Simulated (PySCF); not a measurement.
Compound: AlH2(CCH), C₂H₃Al.
Structure used (PBE0-D3(BJ)/def2-SVP), in Å, numbered top down from 1:
```
atom  x, y, z in Å
Al1    0.6440    1.1156    0.0084
H2     2.2269    1.0836    0.0576
H3    -0.1712    2.4733   -0.0286
C4    -0.3140   -0.5407   -0.0063
C5    -0.9242   -1.5996   -0.0126
H6    -1.4615   -2.5322   -0.0185
```

Method: TDDFT CAM-B3LYP/def2-SVPD, vertical, gas phase, core orbitals frozen in the response (PySCF 2.14.0, density-fitted response routines).

Ground-to-excited transition dipoles (e·a0, same axes as the geometry; the sign carries no meaning), for the states with f of 0.002 or more among the lowest 11:

```csv
state,E (eV),μx,μy,μz
S2,5.529,-0.253,-0.438,-0.003
S5,6.626,-0.013,0.004,0.412
S6,7.370,-0.601,-1.041,-0.009
S7,7.646,-0.187,0.105,-0.007
S9,7.973,-0.024,0.005,0.729
S10,8.120,-0.357,0.206,-0.013
S11,8.381,-0.428,0.249,-0.015
```

(1) Work out the oscillator strengths.

(2) Label these states by symmetry in C2v.

(3) All atoms lie in one plane. Which transitions are polarised in it and which across it?

(4) What angle do the transition dipoles of S10 and S11 make?

(5) How is the summed strength of these states shared among x, y and z?

## Answers

(1) f = (2/3) ΔE |μ|² with ΔE in hartree (27.2114 eV).

```tsv
state	|μ|² (au)	|μ| (D)	f
S2	0.256	1.29	0.035
S5	0.170	1.05	0.028
S6	1.444	3.05	0.261
S7	0.046	0.54	0.009
S9	0.532	1.85	0.104
S10	0.170	1.05	0.034
S11	0.245	1.26	0.050
```

(2) Polarised along the twofold axis, so A1: S2 and S6. Polarised across the twofold axis, so B1 or B2: S5, S7, S9, S10 and S11. Which of B1 and B2 hangs on the choice of axes; S5 and S9 take one label and S7, S10 and S11 the other.

(3) In the plane: S2, S6, S7, S10 and S11. Perpendicular: S5 and S9. In-plane polarisation joins two orbitals of the same parity under reflection in the plane (π with π, or σ with σ, in-plane lone pairs counted as σ); perpendicular polarisation joins orbitals of opposite parity.

(4) |cos θ| = |μa·μb| / (|μa| |μb|) = 1.00, so θ ≈ 0° (taken between 0 and 90°, since the signs are arbitrary).

(5) (2/3) Σ ΔE μα² gives 0.143 for x, 0.245 for y and 0.131 for z, 0.520 in all.
